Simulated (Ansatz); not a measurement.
Frontier orbitals of C2HFO, SMILES `O=C=CF`.

```xyz
5

O     1.8123    0.7624   -0.0809
C     0.7478    0.3071   -0.0328
C    -0.4422   -0.2516    0.0249
F    -1.5561    0.5025   -0.0212
H    -0.5619   -1.3204    0.1100
```

Total charge 0; spin multiplicity 1. Geometry: relaxed with PBE0-D4/def2-TZVP. Basis def2-TZVPP, the Gaussian-basis code of Ansatz.

Question: Compute the vertical ionisation energy as the energy of the cation minus that of the neutral molecule, at each level. (An estimate is asked.)

Answer: Ansatz gave: 
```csv
level,IE (eV),difference from CCSD(T)/CBS(def2)
PBE-D4/def2-TZVPP,9.51,-0.32
r2SCAN-D4/def2-TZVPP,9.50,-0.32
PBE0-D4/def2-TZVPP,9.65,-0.17
B3LYP-D4/def2-TZVPP,9.73,-0.10
ωB97X-V/def2-TZVPP,9.65,-0.17
ωB97M-V/def2-TZVPP,9.65,-0.17
B2PLYP/def2-TZVPP,9.59,-0.24
HF/def2-TZVPP,8.78,-1.05
MP2/def2-TZVPP,9.79,-0.03
CCSD/def2-TZVPP,9.59,-0.23
CCSD(T)/def2-TZVPP,9.61,-0.21
HF/def2-QZVPP,8.79,-1.04
MP2/def2-QZVPP,9.92,0.09
HF/CBS(def2),8.79,-1.03
MP2/CBS(def2),10.00,0.18
CCSD/CBS(def2),9.81,-0.02
CCSD(T)/CBS(def2),9.82,0.00
```

B3LYP here is the variant with VWN-RPA as its local correlation; programs differ in this.
